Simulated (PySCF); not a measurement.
Input of a run (PBE0/def2-TZVP geometry optimisation, gas phase (PySCF 2.14.0)), started from GFN2-xTB:
```
{"job": {"xc": "PBE0", "basis": "def2-TZVP", "grid": 1, "kind": "geom"}, "charge": 0, "multiplicity": 1}
C      0.539611    -0.005575     0.577130
C     -0.534464     0.007856     0.056156
H      1.484013    -0.017299     1.035275
H     -1.478926     0.019791    -0.401860
```

Output (energies in Eh, forces in Eh/bohr):
```
step   0  E = -77.25579691  max force = 0.010954
step   1  E = -77.25615340  max force = 0.002162
step   2  E = -77.25615623  max force = 0.000146
optimisation converged
```

Question: Summarise the run.

Answer: The energy falls by 0.94 kJ/mol over 3 energy and gradient evaluations, the largest force component goes from 0.0110 to 1.5e-04 Eh/bohr, and the atoms move by 0.012 Å rms after alignment. Among the bonds, C1–H3 and C2–H4 change most and about equally (+0.015 Å). Bonds longer at the end by more than 0.005 Å: 2 of 3; shorter: 0. The energy never rose by more than 1e-6 Eh on the way. The first step brought 99 % of the lowering.

Question: What are the final bond lengths?

Answer: C1≡C2 1.197 Å, C1–H3 1.065 Å, C2–H4 1.065 Å. Numbering counts from 1 in the input's order; the species is `C#C` (acetylene).

The run used 74 basis functions and 15 SCF cycles in all. On an Arm Neoverse V1 with one thread, shared host with 32 logical CPUs at a one-minute load of 12, this took 1.6 s wall and 0.33 GiB of memory at its peak.

PBE0/def2-TZVP frequencies: not computed here.
